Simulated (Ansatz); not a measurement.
A calculation with Ansatz (development build ahead of 0.2.0).

```yaml
crystal:
  periodic: [false, false, false]
  atoms:
    - { symbol: "N", position_ang: [0.0, 0.0, -0.33998] }
    - { symbol: O, position_ang: [0.0, 1.18036, 0.14874] }
    - { symbol: O, position_ang: [0.0, -1.18036, 0.14874] }
basis:
  gaussian: { orbitals: cc-pVDZ }
magnetization:
  spin_polarized: true
  initial_magnetization: 1
hamiltonian:
  xc: hf
```

The input is written out in the form of the current development build from the run's settings.

Results

| Quantity | Value |
| --- | --- |
| Converged | yes |
| Total energy | -204.01754 hartree |
| Spin squared of the determinant | 1.240 |

Caution: the unrestricted determinant is spin contaminated.
